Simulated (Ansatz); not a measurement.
System: rock-salt ZrC. Method: PBEsol (Ansatz, an electronic-structure program, PAW).

A relaxed, unreconstructed slab of the (100) face has 12 atoms, two equal faces of 10.899 Å² each and an energy of -26260.5774 eV. A bulk cell of 4 atoms with the same orientation and in-plane k mesh has -8754.3522 eV. Energies are extrapolated to zero smearing.

Settings: plane-wave cutoff 500 eV, 14×14×1 k mesh (along the axes of the cell as run), Fermi–Dirac smearing 0.05 eV, scalar-relativistic PAW data made under PBE.

Worked out: γ = (E_slab − N E_bulk per atom)/2A = [-26260.5774 − 12 × (-8754.3522/4)]/(2 × 10.899) = 0.1137 eV/Å². With 16.022 J/m² per eV/Å² this is 1.82 J/m², or 1.24 eV per surface cell and face.
